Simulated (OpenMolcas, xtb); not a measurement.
CH4OSi (SMILES CO[SiH]): the HOMO–LUMO gap, rung by rung

CH4OSi: 7 atoms, total charge 0, spin state singlet. SMILES: `CO[SiH]`. The shape is that of a PBE0-D4/def2-TZVP optimisation. This is one conformer, not always the lowest.

```xyz
7

C    -0.5124    0.4855   -0.3385
O    -0.4432   -0.4465    0.7176
Si    0.7969   -1.3873    1.2299
H    -1.2964    0.1808   -1.0355
H     0.4438    0.5475   -0.8687
H    -0.7693    1.4675    0.0654
H     1.8417   -0.9156    0.1841
```

Quantity: the HOMO–LUMO gap, in eV. The values are calculated.

```tsv
level	kind	program	value (eV)	CPU time
GFN1-xTB	semi-empirical	xtb	3.18	under 2 s
HF/aug-cc-pVDZ	Hartree–Fock	OpenMolcas	9.66	15 s
SVWN5/aug-cc-pVDZ	LDA	OpenMolcas	2.50	41 s
PBE/aug-cc-pVDZ	GGA	OpenMolcas	2.61	54 s
r2SCAN/aug-cc-pVDZ	meta-GGA	OpenMolcas	2.95	80 s
PBE0/aug-cc-pVDZ	global hybrid	OpenMolcas	4.51	52 s
B2PLYP/aug-cc-pVDZ	double hybrid	OpenMolcas	6.56	48 s
```

The values span 2.50 to 9.66 eV. Orbital gaps aren't excitation energies, and those of double hybrids come from the SCF part alone; they tend to grow with the share of exact exchange. Times are those of the runs behind each value, whatever else they computed, on shared processors of several kinds: orders of magnitude only.
